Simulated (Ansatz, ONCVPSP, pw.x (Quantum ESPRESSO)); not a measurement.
From atom to crystal: ONCV potential for Si (Z = 14)

* Element: Si
* Generator: ONCVPSP 4.0.1
* Type: optimised norm-conserving Vanderbilt (ONCV)
* Functional: LDA (Perdew-Wang 92)
* Relativity: scalar-relativistic
* Frozen core: [Ne]
* Valence charge: 4
* Reference configuration: 3s2 3p2
* Partial waves: 3s: rc 1.95 bohr, ncon 3, nbas 7, qcut 4.3 1/bohr, 2 projectors, debl 3.1 Ha; 3p: rc 2.30 bohr, ncon 3, nbas 8, qcut 3.3 1/bohr, 2 projectors, debl 3.7 Ha; d scattering state at 0.17 Ha: rc 2.10 bohr, ncon 3, nbas 6, qcut 4.3 1/bohr, 2 projectors, debl 1.9 Ha
* Local potential: polynomial inside 1.75 bohr (lpopt 5, dvloc0 0 Ha)
* Core correction: none

Atomic tests: cutoffs needed: 6.9 Ha and 9.1 Ha (the cutoffs (Ha) at which the residual kinetic energy of the hardest occupied pseudo-wave falls to 1 and 0.1 mHa per electron) The cutoffs count occupied waves only; projector 2 of the d channel, the hardest unoccupied one, needs 29 Ha at the loose tolerance.; ghost test: no bound ghost flagged; GHOST(+) flagged for s at 178.0 eV; largest excitation error: +197 meV (all-electron minus pseudo) for 3s1 3p0, out of 4 test configurations.

Crystal test: sc Si in pw.x 7.5, no spin, 13³ k-points, Fermi–Dirac smearing 0.01 Ry, cutoffs 35/140 Ry. The reference is all-electron LAPW (Ansatz 0.2.0) with the same functional, mesh and smearing; V0 and B0 come from Birch–Murnaghan fits to the pressures at five volumes. Errors are pseudo minus all-electron; Δ is the rms difference of the E(V) curves that follow from these fits, minima aligned, over ±6 % about the mean V0. Mesh and smearing are coarse, so the numbers serve the comparison and aren't converged zero-temperature values; the lattice is a test structure that the element need not adopt.

All-electron: a0 = 2.505 Å (V0 = 15.72 Å³/atom), B0 = 108.0 GPa.

**Question.** How far does the potential miss the all-electron equation of state?

**Answer.** mean pressure error (GPa): -0.45; a0 (Å): 2.502; a0 error (%): -0.14; B0 error (%): -0.9; Δ (meV/atom): 1.6.

```
V (Å³/atom)  P all-electron (GPa)  P pseudo (GPa)
     14.919                  6.32            5.71
     15.311                  3.01            2.49
     15.704                  0.11           -0.33
     16.097                 -2.43           -2.81
     16.489                 -4.66           -4.98
```

**Question.** At the middle volume, how do free energy and pressure move when the wave cutoff is lowered (ecutrho kept at four times it)?

**Answer.**

```csv
cutoff (Ry),shift of F (meV/atom),shift of P (GPa)
16,+14.5,-0.91
21,+1.9,+0.01
28,+0.8,-0.02
```

Input at the middle volume:

```
&control
  calculation='scf', prefix='x', pseudo_dir='./', outdir='./tmp', tstress=.true., disk_io='low'
/
&system
  ibrav=0, nat=1, ntyp=1, ecutwfc=35, ecutrho=140, nbnd=9,
  occupations='smearing', smearing='fd', degauss=0.01
/
&electrons
  conv_thr=1e-09, mixing_beta=0.4, electron_maxstep=70
/
ATOMIC_SPECIES
Si 1.0 Si.UPF
CELL_PARAMETERS angstrom
  2.50420625 0.00000000 0.00000000
  0.00000000 2.50420625 0.00000000
  0.00000000 0.00000000 2.50420625
ATOMIC_POSITIONS crystal
Si 0.0000 0.0000 0.0000
K_POINTS automatic
13 13 13 0 0 0
```

```bash
pw.x < Si.scf.in > Si.scf.out
```

Lines of the output:

```
Message from routine setup:
     using ibrav=0 with symmetry is DISCOURAGED, use correct ibrav instead
     lattice parameter (alat)  =       4.7323  a.u.
     unit-cell volume          =     105.9758 (a.u.)^3
     number of electrons       =         4.00
     number of Kohn-Sham states=            9
     kinetic-energy cutoff     =      35.0000  Ry
     charge density cutoff     =     140.0000  Ry
     scf convergence threshold =      1.0E-09
     Exchange-correlation= SLA  PW   NOGX NOGC
     number of k points=    84  Fermi-Dirac smearing, width (Ry)=  0.0100
     iteration #  1     ecut=    35.00 Ry     beta= 0.40
     total energy              =      -7.92319643 Ry
     estimated scf accuracy    <       0.00360270 Ry
     iteration #  2     ecut=    35.00 Ry     beta= 0.40
     total energy              =      -7.92321079 Ry
     estimated scf accuracy    <       0.00129410 Ry
     iteration #  3     ecut=    35.00 Ry     beta= 0.40
     total energy              =      -7.92321186 Ry
     estimated scf accuracy    <       0.00000003 Ry
     iteration #  4     ecut=    35.00 Ry     beta= 0.40
     total energy              =      -7.92321193 Ry
     estimated scf accuracy    <          6.7E-09 Ry
     iteration #  5     ecut=    35.00 Ry     beta= 0.40
     the Fermi energy is     8.9760 ev
!    total energy              =      -7.92321193 Ry
     estimated scf accuracy    <          9.2E-11 Ry
     smearing contrib. (-TS)   =      -0.00203391 Ry
     The total energy is F=E-TS. E is the sum of the following terms:
     one-electron contribution =       3.96747038 Ry
     hartree contribution      =       0.13019689 Ry
     xc contribution           =      -2.42581322 Ry
     ewald contribution        =      -9.59303208 Ry
     convergence has been achieved in   5 iterations
          total   stress  (Ry/bohr**3)                   (kbar)     P=       -3.33
```

The run at the middle volume (84 k-points, 5 iterations) took about 5.3 s on one core of a shared host (Intel(R) Xeon(R) Platinum 8259CL CPU @ 2.50GHz, 48 threads, 187 GiB, load 31).
